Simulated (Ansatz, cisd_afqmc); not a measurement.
System: CH4S, charge 0, singlet. CH4S (methanethiol, SMILES CS).
B3LYP-D3(BJ)/def2-TZVP minimum from Ansatz (a first-principles code):
```xyz
6

C     -0.0402     1.1565     0.0077
S     -0.0524    -0.6664    -0.0048
H      1.2792    -0.8404     0.0008
H     -1.0838     1.4664     0.0045
H      0.4371     1.5427     0.9058
H      0.4463     1.5550    -0.8800
```
Charge 0, spin multiplicity 1.

Total energies in cc-pV(T+d)Z, 14 correlated electrons, 6 frozen orbitals. Open shells are spin-unrestricted; no spin-orbit coupling. Cores are frozen in correlated methods. No relativity. AFQMC is phaseless with a CISD trial state; ± is one standard error, without the phaseless bias. Outlying blocks are dropped, and bars are widened where a walk drifts. Over all cases where full CI ran beside it in this data, AFQMC minus full CI had a median of +0.1 mEh and passed +0.4 mEh in a tenth of the cases.

```csv
method,program,energy (Eh),minus AFQMC/CISD (mEh)
HF,Ansatz,-437.75855,414.6 ± 0.3
MP2,Ansatz,-438.12203,51.1 ± 0.3
CCSD,Ansatz,-438.15607,17.0 ± 0.3
CCSD(T),Ansatz,-438.17177,1.3 ± 0.3
AFQMC/CISD,cisd_afqmc,-438.1731 ± 0.0003,0.0
```
